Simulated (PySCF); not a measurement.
H₂O₂, charge +1, quartet, at a GFN2-xTB geometry of the parent state (a state made from the parent by changing its charge; the spin is typed, not shown lowest); BLYP/def2-SV(P) run with PySCF.

The PySCF input:
```python
from pyscf import gto, scf, dft

mol = gto.Mole()
mol.atom = '''
    O     0.00029017    0.64522356   -0.01214168
    O    -0.00029017   -0.64522356    0.01214168
    H     0.94311055    0.99403527   -0.03396231
    H    -0.94311055   -0.99403527    0.03396231
'''
mol.basis = 'def2-sv(p)'
mol.charge = 1
mol.spin = 3
mol.verbose = 4
mol.build()

mf = dft.UKS(mol)
mf.xc = 'blyp'
mf.kernel()
```

What the program printed (banner, timings and long lists left out):

```
PySCF version 2.14.0

[INPUT] verbose = 4
[INPUT] num. atoms = 4
[INPUT] num. electrons = 17
[INPUT] charge = 1
[INPUT] spin (= nelec alpha-beta = 2S) = 3
[INPUT] symmetry False subgroup None
[INPUT] Mole.unit = angstrom
[INPUT] Symbol           X                Y                Z      unit          X                Y                Z       unit  Magmom
[INPUT]  1 O      0.000290170000   0.645223560000  -0.012141680000 AA    0.000548341830   1.219295817517  -0.022944449892 Bohr   0.0
[INPUT]  2 O     -0.000290170000  -0.645223560000   0.012141680000 AA   -0.000548341830  -1.219295817517   0.022944449892 Bohr   0.0
[INPUT]  3 H      0.943110550000   0.994035270000  -0.033962310000 AA    1.782220644688   1.878454418458  -0.064179464458 Bohr   0.0
[INPUT]  4 H     -0.943110550000  -0.994035270000   0.033962310000 AA   -1.782220644688  -1.878454418458   0.064179464458 Bohr   0.0

nuclear repulsion = 39.3287596602619
number of shells = 16
number of NR pGTOs = 56
number of NR cGTOs = 32
basis = def2-sv(p)
ecp = {}

******** <class 'pyscf.dft.uks.UKS'> ********
method = UKS
initial guess = minao
damping factor = 0
level_shift factor = 0
DIIS = <class 'pyscf.scf.diis.CDIIS'>
diis_start_cycle = 1
diis_space = 8
diis_damp = 0
SCF conv_tol = 1e-09
SCF conv_tol_grad = None
SCF max_cycles = 50
direct_scf = True
direct_scf_tol = 1e-13
number electrons alpha = 10  beta = 7
XC library pyscf.dft.libxc version 7.1.2
    S. Lehtola, C. Steigemann, M. J. T. Oliveira, and M. A. L. Marques,  SoftwareX 7, 1–5 (2018)
XC functionals = blyp
    A. D. Becke,  Phys. Rev. A 38, 3098 (1988)
    C. Lee, W. Yang, and R. G. Parr,  Phys. Rev. B 37, 785 (1988)
    B. Miehlich, A. Savin, H. Stoll, and H. Preuss,  Chem. Phys. Lett. 157, 200 (1989)
radial grids:
    Treutler-Ahlrichs [JCP 102, 346 (1995); DOI:10.1063/1.469408] (M4) radial grids

becke partition: Becke, JCP 88, 2547 (1988); DOI:10.1063/1.454033
pruning grids: <function nwchem_prune>
grids dens level: 3
symmetrized grids: False
atomic radii adjust function: <function treutler_atomic_radii_adjust>
small_rho_cutoff = 0
Set gradient conv threshold to 3.16228e-05
tot grids = 47784
init E= -151.632558152881

cycle= 1 E= -150.664750422338  delta_E= 0.968  |g|= 0.203  |ddm|= 2.92

cycle= 2 E= -150.640463402601  delta_E= 0.0243  |g|= 0.387  |ddm|= 2.04

cycle= 3 E= -150.703239290787  delta_E= -0.0628  |g|= 0.0642  |ddm|= 0.78

cycle= 4 E= -150.704475707891  delta_E= -0.00124  |g|= 0.0286  |ddm|= 0.0628

cycle= 5 E= -150.704863202805  delta_E= -0.000387  |g|= 0.00197  |ddm|= 0.0692

cycle= 6 E= -150.704866870423  delta_E= -3.67e-06  |g|= 0.000942  |ddm|= 0.0139

cycle= 7 E= -150.704867354852  delta_E= -4.84e-07  |g|= 6.58e-05  |ddm|= 0.00169

cycle= 8 E= -150.704867360141  delta_E= -5.29e-09  |g|= 4.07e-05  |ddm|= 0.000534

cycle= 9 E= -150.70486736093  delta_E= -7.89e-10  |g|= 3.47e-06  |ddm|= 9.27e-05

Extra cycle  E= -150.704867360921  delta_E= 8.7e-12  |g|= 5.46e-06  |ddm|= 2.03e-05
converged SCF energy = -150.704867360921  <S^2> = 3.7539013  2S+1 = 4.0019502
```
